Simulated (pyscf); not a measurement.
Single points on ωB97X-D3(BJ)/def2-SVP structures (PySCF, gas phase).

**Question.** Estimate the classical barrier height and the reaction energy of H₃C–CH₂–Zn–OH + methane (CH₄) → H₃C–CH₂–ZnH + methanol (H₃C–OH) at PBE0-D3(BJ)/def2-TZVP. The step runs on the singlet surface, breaks O–Zn, C–H and forms H–Zn, C–O; take the separated reactants as zero.

**Answer.** ΔE‡ = 3.96 eV, ΔE = +1.53 eV. ωB97M-D3(BJ)/def2-TZVP gives 4.07 eV and +1.54 eV. Zero-point energy shifts the barrier by -0.05 eV. It is a four-centre exchange, with an imaginary mode of 1226i cm⁻¹. On the product side the descent ends in an adduct with a O–Zn contact (not fully relaxed), 0.44 eV under the separated species and 3.00 eV under the saddle at ωB97X-D3(BJ)/def2-TZVP. What is counted as broken (O–Zn) persists as a longer contact in the product adduct; parting that adduct is a step of its own. The same reactants have a lower exit, to •H₂C–CH₃ + [HO–Zn]• + CH₄ (no saddle counted: cutting one bond costs +3.05 eV at ωB97M-D3(BJ)/def2-TZVP, against +4.07 eV here). This is the saddle that the search found; another between the same sides may lie lower. Elements up to Kr have no core potential and no relativistic terms here.
